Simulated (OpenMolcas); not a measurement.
# NH3 (SMILES N): UPBE/ANO-RCC-VDZP (DKH2, scramble 0.25)

We compute the energy along one coordinate of NH3. 

Program for the calculation: OpenMolcas 26.06.

2 further runs of the same task are left out: 2 set aside as unsound or not needed.

**1. Starting point**

The species is NH3 (4 atoms), meant as a singlet with charge 0. As SMILES, `N`. Geometry: relaxed at PBE0-D4/def2-TZVP.

Bond lengths: N1–H2 1.013 Å, N1–H3 1.013 Å, N1–H4 1.013 Å. Angles: H2–N1–H3 107.1°, H2–N1–H4 107.1°, H3–N1–H4 107.1°.

**2. The energy along one coordinate at UPBE/ANO-RCC-VDZP (DKH2, scramble 0.25)**

point1.xyz

```xyz
4
R = 3.038
N     -1.190821     1.352199    -1.165742
H      0.490470    -0.301820     0.749180
H     -2.008391     0.800789    -1.395582
H     -0.653991     1.457009    -2.017872
```

test.inp

```
* H3N Kohn-Sham DFT
>>> EXPORT MOLCAS_PRINT=2

&GATEWAY
  Coord=point1.xyz
  Basis=ANO-RCC-VDZP
  Group=NoSym

&SEWARD

&SCF
  UHF
  KSDFT=PBE
  Scramble=0.25
  PrOrbitals=0
>>> ForEach K in (1, 2, 3, 4, 5, 6, 7, 8, 9)

&GATEWAY
  Coord=$CurrDir/point$K.xyz
  Basis=ANO-RCC-VDZP
  Group=NoSym

&SEWARD

&SCF
  UHF
  KSDFT=PBE
  PrOrbitals=0
  FileOrb=$Project.UhfOrb
>>> EndDo
```

The run is started by

```sh
$ export MOLCAS_MEM=1860
$ pymolcas test.inp > test.log
```

What it wrote:

```text
--- Start Module: gateway ---
[...]
--- Stop Module: gateway /rc=_RC_ALL_IS_WELL_ ---
[...]
      Basis functions           29
[...]
       Convergence after  18 Iterations
[...]
::    Total KS-DFT energy                             -56.3553149209
[...]
       Convergence after   2 Iterations
[...]
::    Total KS-DFT energy                             -56.3553149209
[...]
       Convergence after   9 Iterations
[...]
::    Total KS-DFT energy                             -56.5057150709
[...]
       Convergence after   9 Iterations
[...]
::    Total KS-DFT energy                             -56.5288690550
[...]
       Convergence after   8 Iterations
[...]
::    Total KS-DFT energy                             -56.5341753740
[...]
--- Start Module: seward ---
[...]
--- Stop Module: seward /rc=_RC_ALL_IS_WELL_ ---
[...]
--- Start Module: scf ---
[...]
       Convergence after   8 Iterations
[...]
::    Total KS-DFT energy                             -56.5218204460
[...]
      Total spin, S                                    -0.0000000000
[...]
      Total electronic charge=   10.000000
      Total            charge=   -0.000000
[...]
      Dipole Moment (debye):
      Origin of the operator (angstrom)=   -0.0005    0.1384    0.1449
                   X=  3.5490E-01               Y= -1.3033E+00               Z= -6.0193E-01           Total=  1.4788E+00
      Quadrupole Moment (debye*angstrom):
[...]
--- Stop Module: scf /rc=_RC_ALL_IS_WELL_ ---
[...]
```

Wall time 42 s (1 thread of Intel Xeon Platinum 8259CL at 2.50GHz (Skylake/Cascade Lake), shared host); peak memory 0.41 GiB.

The scan, from its lowest point:

| H2–N1 (Å) | energy (kJ/mol) |
| --- | --- |
| 3.038 | 469.6 |
| 2.430 | 453.9 |
| 2.025 | 403.9 |
| 1.721 | 298.5 |
| 1.468 | 177.6 |
| 1.266 | 74.7 |
| 1.114 | 13.9 |
| 1.013 | 0.0 |
| 0.911 | 32.4 |

**3. Results**

At UPBE/ANO-RCC-VDZP (DKH2, scramble 0.25):

| quantity | value |
| --- | --- |
| lowest energy of the scan | -56.53418 Eh |
